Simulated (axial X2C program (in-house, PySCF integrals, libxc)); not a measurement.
Density and ELF of BF⁻

Computed with an axial X2C code built on PySCF integrals. Spin-free means the one-electron spin-free X2C Hamiltonian. Basis: F dyall-av3z [7s6p3d2f], B dyall-av3z [8s7p3d2f] (cores contracted in-house); Gaussian nuclei, density fitting, unrestricted open shells. Masses: F 18.998 u, B 11.009 u.

PBE0, scalar-relativistic, state M_S = 1/2, Λ = 1 (beyond evenly filled blocks: π+α); F at z = 0, B at z = 1.297 Å.

The maps cover the half plane through the axis: z from -2.4 to 3.6 Å along the bond, ρ from 0.15 to 2.25 Å away from it.

log10 of the density in e/bohr³:

```
 ρ\z  -2.4  -1.8  -1.2  -0.6   0.0   0.6   1.2   1.8   2.4   3.0   3.6
0.15  -4.5  -3.4  -2.1  -0.6   0.7  -0.4   0.4  -0.9  -1.5  -2.3  -3.1
0.45  -4.6  -3.5  -2.2  -0.9  -0.2  -0.7  -1.1  -1.1  -1.6  -2.4  -3.2
0.75  -4.7  -3.6  -2.5  -1.4  -0.9  -1.2  -1.3  -1.3  -1.8  -2.5  -3.3
1.05  -4.8  -3.9  -2.9  -2.0  -1.6  -1.7  -1.7  -1.7  -2.1  -2.7  -3.4
1.35  -4.8  -4.1  -3.3  -2.6  -2.3  -2.2  -2.0  -2.0  -2.4  -2.9  -3.5
1.65  -4.8  -4.3  -3.7  -3.1  -2.8  -2.6  -2.4  -2.4  -2.7  -3.1  -3.6
1.95  -4.7  -4.4  -4.0  -3.6  -3.2  -3.0  -2.7  -2.7  -3.0  -3.3  -3.7
2.25  -4.6  -4.4  -4.2  -3.8  -3.5  -3.2  -3.0  -3.0  -3.2  -3.5  -3.8
```

Electron localisation function (collinear form, no current term, damped to 0 at low density):

```
 ρ\z  -2.4  -1.8  -1.2  -0.6   0.0   0.6   1.2   1.8   2.4   3.0   3.6
0.15  0.00  0.02  0.32  0.85  0.21  0.84  0.99  0.60  0.99  0.92  0.23
0.45  0.00  0.01  0.27  0.80  0.85  0.73  0.03  0.95  0.99  0.90  0.18
0.75  0.00  0.01  0.17  0.65  0.77  0.45  0.49  0.98  0.98  0.83  0.11
1.05  0.00  0.00  0.08  0.37  0.47  0.20  0.64  0.97  0.95  0.67  0.06
1.35  0.00  0.00  0.02  0.12  0.14  0.10  0.62  0.93  0.87  0.42  0.03
1.65  0.00  0.00  0.00  0.02  0.03  0.07  0.54  0.81  0.66  0.18  0.01
1.95  0.00  0.00  0.00  0.00  0.01  0.07  0.38  0.55  0.34  0.07  0.01
2.25  0.00  0.00  0.00  0.00  0.01  0.06  0.21  0.27  0.14  0.04  0.01
```

Axial spin density in 10⁻³ e/bohr³:

```
 ρ\z  -2.4  -1.8  -1.2  -0.6   0.0   0.6  1.2   1.8   2.4   3.0  3.6
0.15   0.0   0.0   0.0  -0.1  19.8  -0.2  4.2  -2.1  -1.0  -0.2  0.0
0.45   0.0   0.0   0.0   0.3   4.8   0.1  8.1   1.6  -0.4  -0.1  0.0
0.75   0.0   0.0   0.0   0.1   0.3   0.5  5.4   2.7   0.3   0.0  0.0
1.05   0.0   0.0   0.0   0.0  -0.1   0.7  3.1   2.2   0.6   0.1  0.0
1.35   0.0   0.0   0.0   0.0   0.0   0.6  1.8   1.5   0.6   0.2  0.1
1.65   0.0   0.0   0.0   0.0   0.1   0.5  1.1   1.0   0.5   0.2  0.1
1.95   0.0   0.0   0.0   0.0   0.1   0.4  0.7   0.6   0.4   0.2  0.1
2.25   0.0   0.0   0.0   0.1   0.1   0.3  0.5   0.4   0.3   0.2  0.1
```

The state is a single determinant with fixed occupations, the lowest that a limited PBE0 search found. The highest occupied level is positive at some bond lengths even in Hartree–Fock (under at least one Hamiltonian), so the basis set holds the extra electron there; where that holds at Re the anion is at best weakly bound and its constants depend on the basis. PBE0 can misorder states that lie within some tenths of an eV, so this need not be the ground state of the molecule. The nearest other spin-free determinant of the search, M_S = 1/2, Λ = 0, lies 0.23 eV up at the distance of the search. Without a current term, density functionals place determinants with orbital angular momentum somewhat too high.
